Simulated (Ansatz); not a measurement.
Cartesian coordinates in Å:
```
Si -0.076 -0.500 0.151
S -0.159 1.631 0.296
H -0.822 -0.998 -1.033
H -0.716 -0.990 1.395
H 1.324 -0.989 0.074
H 0.450 1.846 -0.883
```

Charge 0, multiplicity 1.

(1) List the PBE/def2-TZVPP orbital energies in eV (the Gaussian-basis code of Ansatz). (Best estimate.)

Results:

(1) Computed: Occupied: -2395.83, -1780.16, -208.80, -154.95, -154.86, -154.71, -137.87, -94.64, -94.58, -94.57, -18.31, -13.27, -10.36, -8.84, -8.63, -8.12, -6.29. Lowest empty: -0.76, -0.54, 0.23, 0.47, 0.88, 3.23, 3.26, 3.47.
